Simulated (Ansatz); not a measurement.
We consider litharge PbO, described by r²SCAN in Ansatz (plane waves, PAW).

Run with plane-wave cutoff 600 eV, 10×10×8 k mesh (along the axes of the cell as run), finite displacements, scalar-relativistic PAW data made under PBE.

Cell (relaxed at this level):

```
CELL_PARAMETERS angstrom
      3.98680     0.00000     0.00000
      0.00000     3.98680     0.00000
      0.00000     0.00000     5.33341
ATOMIC_POSITIONS crystal
  Pb 0.50000 0.00000 0.77726
  Pb 0.00000 0.50000 0.22274
  O  0.50000 0.50000 0.00000
  O  0.00000 0.00000 0.00000
```

Problem. Give the computed high-frequency dielectric constant (mean over three axes) and static dielectric constant (mean over three axes).

Solution. 
* **high-frequency dielectric constant (mean over three axes)**: 5.55
* **static dielectric constant (mean over three axes)**: 14.5

Note: the cell comes from a level without a dispersion term, which matters for the spacing of layers, chains or molecules; the cell has widely spaced layers and the level no dispersion term, so their spacing and the moduli can rest on weak binding.

Spin–orbit coupling is not included; it can shift volumes and moduli of such heavy elements.

The result took about 50 core-minutes (a rough figure).

Ansatz is a quantum-chemistry and plane-wave program.
